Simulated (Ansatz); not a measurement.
HBeGa, singlet: bend scan

Starting geometry (PBE0/def2-TZVP stationary point for this spin, not checked as a minimum):

```xyz
3

Ga    0.0000    0.0000    2.1355
Be    0.0000    0.0000   -0.3881
H     0.0000    0.0000   -1.7474
```

From there the angle named below is changed in its plane at fixed bond lengths, both arms turning rigidly about the middle atom; atoms are numbered as listed. Energies are in kcal/mol, counted from the starting geometry at the same level.

Basis 6-31G (Cartesian d functions); Ansatz 0.2.0. Correlated methods freeze the noble-gas cores and the filled d shells of p-block atoms. R marks a restricted (for open shells ROHF) determinant. Active spaces: valence = (6e, 9o) chosen from the atoms' valence shells. No spin–orbit coupling is included, and no scalar relativity.

Runs in a small pair space aren't shown, since their orbitals change along the scan.

Full CI is exact within this basis and frozen core; it isn't the basis-set limit.

```csv
angle Ga1-Be2-H3 (°),full CI,unpaired electrons (full CI),error RHF,error RMP2,error RCCSD(T),error RCCSDTQ,error NEVPT2 (valence space),error MRCISD+Q (valence space)
73.1,16.9,0.33,13.0,5.6,0.4,0.0,0.1,0.1
85.4,15.0,0.26,9.9,4.4,0.3,0.0,0.1,0.1
105.4,9.9,0.17,6.3,2.7,0.1,0.0,0.0,0.0
122.3,5.7,0.13,4.2,1.7,0.1,0.0,0.0,0.0
143.8,2.0,0.11,2.0,0.7,0.0,0.0,0.0,0.0
161.3,0.5,0.10,0.6,0.2,0.0,0.0,0.0,0.0
180.0,0.0,0.09,0.0,0.0,0.0,0.0,0.0,0.0
```

Unpaired electrons are Σ n²(2−n)² over natural occupations. Errors are those of relative energies. In total energy the starting point itself misses full CI by: RHF 46.1, RMP2 15.8, RCCSD(T) 0.4, RCCSDTQ 0.0, NEVPT2 (valence space) 3.0, MRCISD+Q (valence space) 0.0 kcal/mol.

Spread of the error over the points with a reference, to 180.0 ° (largest less smallest): RCCSDTQ 0.0, NEVPT2 (valence space) 0.1, MRCISD+Q (valence space) 0.1, RCCSD(T) 0.4, RMP2 5.6, RHF 13.0 kcal/mol.
